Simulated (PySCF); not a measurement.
Hydroxyfluoroborane, BFH₂O.
Atom-mapped SMILES: `[OH:1][BH:2][F:3]` (hydrogens: H4 on O1; H5 on B2)

The calculation used EOM-IP-CCSD/aug-cc-pVDZ in PySCF, restricted Hartree–Fock reference, 3 core orbitals frozen, non-relativistic, gas phase, PBE0-D3(BJ)/def2-SVP geometry.

Hartree–Fock orbital energies give these Koopmans values (eV): HOMO 14.58, HOMO-1 15.04, HOMO-2 15.98, HOMO-3 18.61, HOMO-4 19.37, HOMO-5 20.68.

Q: What vertical ionisation energies does EOM-IP-CCSD give?

A: 
```tsv
leading hole (HF orbital)	Koopmans (eV)	EOM-IP-CCSD (eV)	change (eV)	one-hole share
HOMO-1	15.04	13.55	-1.49	0.95
HOMO	14.58	13.76	-0.82	0.96
HOMO-2	15.98	14.16	-1.82	0.95
HOMO-3	18.61	16.62	-1.99	0.95
HOMO-4	19.37	17.28	-2.09	0.95
HOMO-5	20.68	18.90	-1.78	0.95
```

Q: Does the order of the lines follow the orbital energies?

A: No: the HOMO-1 hole (13.55 eV) falls below the HOMO hole (13.76 eV). The corrections run from -2.09 to -0.82 eV, with a mean of -1.66 eV over the 6 lines; no line lies above its Koopmans value. Koopmans values leave out both the relaxation of the orbitals and the change in correlation energy.

Q: At what kinetic energies would He I light (21.22 eV) eject these electrons?

A: 7.67 eV (HOMO-1), 7.46 eV (HOMO), 7.06 eV (HOMO-2), 4.60 eV (HOMO-3), 3.94 eV (HOMO-4), 2.32 eV (HOMO-5).

One root was sought for each valence orbital with −ε under 21 eV, eight at most, so deeper holes and satellites are missing; no vibrational structure.

Shape of the structure used: `[OH:1][BH:2][F:3]`: H–O1–B2–F3 0°.

One conformer stands for the species.
